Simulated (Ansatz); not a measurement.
Mulliken charges of BH3O2 (`OBO`) from ωB97M-V/def2-TZVPP in Ansatz (PBE0-D4/def2-TZVP geometry).

```tsv
atom	x (Å)	y (Å)	z (Å)	charge (e)
O1	-0.273	0.414	-0.974	-0.302
B2	0.307	-0.080	0.156	0.205
O3	-0.477	-0.465	1.190	-0.299
H4	0.362	0.659	-1.648	0.197
H5	1.495	-0.188	0.271	0.014
H6	-1.413	-0.340	1.005	0.186
```

Problem. By hand: the dipole of these point charges (1 e Å = 4.8032 D).

Solution. Σ q r = (0.117, 0.062, -0.164) e Å, of length 0.211 e Å = 1.01 D.

Problem. How does the dipole of the full density compare? (Best estimate.)

Solution. Computed: (-0.016, 0.122, -0.296) e Å, 1.54 D; the point charges give 0.66 times that, at 37° from its direction.

Point charges leave out the atoms' own dipoles, such as those of lone pairs, and Mulliken's split depends on the basis, so the two needn't agree.
